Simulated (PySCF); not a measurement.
H3SiPH2, optimised at HF/6-31G*:

```xyz
7

P     -0.2646     0.8789    -2.0905
Si    -0.0504     0.0397     0.0042
H      1.0903     0.8087    -2.4519
H     -0.2435     2.2390    -1.7424
H      0.2152    -1.4068    -0.1086
H      1.0367     0.6695     0.7782
H     -1.3277     0.2476     0.7120
```

Computed with PySCF (xtb for GFN2) and rigid-rotor harmonic-oscillator thermochemistry at 1 bar. 6-31G* has spherical d functions here. All species are closed-shell singlets. B3LYP is the form with VWN-RPA correlation.

Q: List the harmonic frequencies (cm⁻¹, unscaled) at this level and at the other levels, each on its own geometry.

A: 
- HF/6-31G*: 175, 484, 521, 539, 817, 869, 1007, 1030, 1043, 1232, 2374, 2382, 2382, 2586, 2589
- B3LYP/6-31G*: 171, 443, 477, 490, 750, 802, 915, 946, 957, 1131, 2238, 2254, 2259, 2395, 2406
- GFN2-xTB: 122, 456, 466, 493, 690, 708, 755, 769, 790, 1146, 2242, 2264, 2274, 2307, 2391
- PBE/def2-SVP: 172, 432, 449, 464, 708, 758, 860, 901, 912, 1048, 2153, 2170, 2175, 2312, 2329
- PBE0/def2-TZVP: 173, 454, 460, 477, 721, 781, 898, 937, 947, 1090, 2219, 2230, 2233, 2403, 2414
